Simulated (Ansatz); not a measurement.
# CHAlO (quintet): the correlation ladder, cc-pVDZ

An exercise on one series of results from a longer session: the logs are not shown, and one member is left open.

Program: Ansatz 0.2.0, Gaussian basis. Level of theory: cc-pVDZ, core rule «outside noble gas», up to 7 orbitals frozen. These are calculated values, not measurements.

Plan: UHF; CCSD(T) on ROHF; CCSD(T) on UHF; BCCD(T) on ROHF; CISD; CCSDT(Q) on ROHF; CCSDT(Q) on UHF.

22 further runs of the same task are left out: 4 that didn't finish, 18 set aside as unsound or not needed.

**The system**

The geometry is a PBE0/def2-TZVP stationary point (not a proven minimum) of the parent state, kept for this charge and spin.

4 atoms, charge 0, spin multiplicity 5.

Atoms are counted from 1 here; the program's logs count them from 0.

Bond lengths: Al1–C2 1.926 Å, Al1–H4 1.582 Å, C2–O3 1.150 Å. Angles: C2–Al1–H4 114.0°, Al1–C2–O3 172.0°.

The first run:

File in.yaml:

```yaml
crystal:
  periodic: [false, false, false]
  atoms:
    - {symbol: Al, position_ang: [0.000000, -0.106146, 1.272497]}
    - {symbol: C, position_ang: [0.000000, 0.083663, -0.643702]}
    - {symbol: O, position_ang: [0.000000, 0.036255, -1.792225]}
    - {symbol: H, position_ang: [0.000000, 1.269000, 2.055591]}
basis:
  gaussian: {orbitals: cc-pVDZ}
magnetization: {spin_polarized: true, initial_magnetization: 4}
hamiltonian: {xc: hf}
output: {orbitals: {seedname: orbitals}}
```

Command:

```console
ansatz run in.yaml --threads 1 --pin off --events-out ev --progress --plain --max-ram 2393MiB
```

Among the steps run: UHF; CCSD(T) on ROHF; CCSD(T) on UHF; BCCD(T) on ROHF; CISD; CCSDT(Q) on ROHF; CCSDT(Q) on UHF.

One table of the session follows, with a row left open; its other results are not shown here.

| method | from UCCSDT(Q) (kcal/mol) |
| --- | --- |
| ROHF | +219.37 |
| UHF | +216.77 |
| RMP2 | +19.58 |
| UMP2 | +20.83 |
| CISD | +28.14 |
| RCCSD | +10.63 |
| UCCSD | +10.46 |
| RCCSD(T) | +2.14 |
| UCCSD(T) | +2.15 |
| BCCD(T) | +2.10 |
| RCCSDT | ? |
| UCCSDT | +1.07 |
| RCCSDT(Q) | +0.17 |
| UCCSDT(Q) | 0 |

**Question.** Estimate the row for RCCSDT.

As computed: from UCCSDT(Q) (kcal/mol): +1.10. In the column «from UCCSDT(Q) (kcal/mol)» it lies between UCCSDT (+1.07) and BCCD(T) (+2.10).

To keep in mind: Restricted and unrestricted rows rest on different reference determinants; where their highest levels disagree by more than a few hundredths of an eV, they describe different states and don't form one ladder.
